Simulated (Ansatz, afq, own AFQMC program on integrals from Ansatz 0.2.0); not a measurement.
## Where AFQMC and coupled cluster stand for MgGeH₂, triplet

```yaml
atoms:
  - { symbol: Ge, position_ang: [0.0000, -0.3125, 1.7036] }
  - { symbol: Mg, position_ang: [0.0000, -0.1914, -1.3890] }
  - { symbol: H, position_ang: [0.0000, 0.8227, 2.7676] }
  - { symbol: H, position_ang: [0.0000, -0.3189, -3.0823] }
```

Connectivity, by distances: GeH–MgH.

Basis cc-pVDZ. Only valence electrons are correlated. Ansatz 0.2.0 and our own AFQMC program on the same integrals; the CISD trial comes from CCSD amplitudes, and released means the phaseless constraint is let go. Free AFQMC starts from the CCSD state and is never constrained. Its projection time is finite, and what remains of the start isn't in its error. ± is one standard error of the sampling. No spin–orbit coupling.

Determinant: UHF, the one that the program's search chose, which needn't be the lowest solution. The geometry is a point of a scan.

No full CI on the walks' own integrals is used here; CCSDT(Q) serves as the reference and is uncertain by about the last step of the cluster series.

Cautions: no relativity below Rb; no spin-orbit coupling; inner d shell frozen; lower spins were not checked.

- T1 diagnostic: 0.0204
- weight of the determinant in the CISD state: 0.897
- ⟨S²⟩ of the determinant: 2.027
- size of the correlated space: 8 electrons in 36 orbitals

Reference: CCSDT(Q), correlation energy -3.517 eV. The released energy is read at 2.40 1/Eh (meV from the phaseless value at times in 1/Eh: -5 ± 6 at 0.24, -1 ± 6 at 0.51, -6 ± 6 at 0.99, -7 ± 7 at 1.62, 6 ± 6 at 2.40).

```tsv
level	E − E(reference) (mEh)	share of correlation (%)
HF	129.26	0.00
MP2	33.60	74.01
CCSD	4.10	96.83
CCSD(T)	1.14	99.12
CCSDT	0.15	99.88
ph-AFQMC/CISD	0.16 ± 0.24	99.87
released AFQMC	0.39 ± 0.22	99.70
free AFQMC	0.56 ± 0.32	99.56
```

Free projections are given only where their last times agree within the noise and don't stop above the reference; a slow remainder of the start can still hide under it. A walk keeps the symmetry of its determinant, which the program's search chose and which needn't be the lowest solution, so a lower state of the same spin and another symmetry isn't excluded. Released energies are given only where the last usable release times agree within the noise; a slower fall can still hide under it.
